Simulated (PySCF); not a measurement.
Below is a simulated gas-phase Si 2p photoelectron spectrum of `[H]/N=C/[SiH3]`.

Every computed line was given a Gaussian of 0.6 eV full width at half maximum and an area set by the number of equivalent atoms (split 2:1 within a doublet); the highest printed point is 100. Computed, not measured: delta-SCF UKS SCAN, pcX-2 on the ionised atom, pcseg-1 elsewhere, spin-free X2C (PySCF 2.14.0).

```json
{"binding energy (eV)": "106.1", "intensity": "0"}
{"binding energy (eV)": "106.2", "intensity": "1"}
{"binding energy (eV)": "106.3", "intensity": "4"}
{"binding energy (eV)": "106.4", "intensity": "9"}
{"binding energy (eV)": "106.5", "intensity": "20"}
{"binding energy (eV)": "106.6", "intensity": "37"}
{"binding energy (eV)": "106.7", "intensity": "60"}
{"binding energy (eV)": "106.8", "intensity": "82"}
{"binding energy (eV)": "106.9", "intensity": "97"}
{"binding energy (eV)": "107.0", "intensity": "100"}
{"binding energy (eV)": "107.1", "intensity": "91"}
{"binding energy (eV)": "107.2", "intensity": "78"}
{"binding energy (eV)": "107.3", "intensity": "66"}
{"binding energy (eV)": "107.4", "intensity": "60"}
{"binding energy (eV)": "107.5", "intensity": "57"}
{"binding energy (eV)": "107.6", "intensity": "53"}
{"binding energy (eV)": "107.7", "intensity": "45"}
{"binding energy (eV)": "107.8", "intensity": "34"}
{"binding energy (eV)": "107.9", "intensity": "22"}
{"binding energy (eV)": "108.0", "intensity": "12"}
{"binding energy (eV)": "108.1", "intensity": "6"}
{"binding energy (eV)": "108.2", "intensity": "2"}
{"binding energy (eV)": "108.3", "intensity": "1"}
{"binding energy (eV)": "108.4", "intensity": "0"}
```

Task: How many maxima does the curve show, and how many computed lines lie under it?

Result: The curve has 1 maximum (at 107.0 eV). Under it lie 2 lines from 1 inequivalent silicon site, drawn as a 2p3/2, 2p1/2 pair. At this width some lines have no maximum of their own.

Task: Decompose the envelope and assign each component. Numbering: `[H]/[N:1]=[CH:2]/[SiH3:3]`.

Result: 
| position (eV) | relative area | line | atoms | environment |
| --- | --- | --- | --- | --- |
| 106.95 | 0.67 | Si 2p3/2 | Si3 | SiH3 silicon |
| 107.58 | 0.33 | Si 2p1/2 | Si3 | SiH3 silicon |

No satellites, vibrations or lifetime broadening are included. Spin–orbit and ligand-field terms were added within each 2p shell after the spin-free SCF. 2p1/2 minus 2p3/2 (ligand field included): Si 0.62 eV. Isolated species at its PBE0-D3(BJ)/def2-SVP geometry, gas phase.

On an Arm Neoverse N1 with one thread, shared host, this took 18 s of wall time and 0.50 GiB of memory at its peak.
